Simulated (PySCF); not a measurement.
A structure optimised at B3LYP-D3(BJ)/def2-SVP, used in a PySCF frequency run:

```xyz
12

C     -1.2742     0.0000    -0.6796
C      0.0000     0.0000     0.1237
C      1.2742     0.0000    -0.6796
C      0.0000     0.0000     1.4633
H     -1.3225    -0.8840    -1.3400
H     -1.3225     0.8840    -1.3400
H     -2.1672     0.0000    -0.0379
H      1.3225    -0.8840    -1.3400
H      2.1672     0.0000    -0.0379
H      1.3225     0.8840    -1.3400
H      0.9330     0.0000     2.0344
H     -0.9330     0.0000     2.0344
```

Task: Write its SMILES, formula and point group.

Result: C=C(C)C, C₄H₈, C2v

Task: What are its rotational constants (standard atomic weights)?

Result: 9.0729, 8.3629, 4.6014 GHz
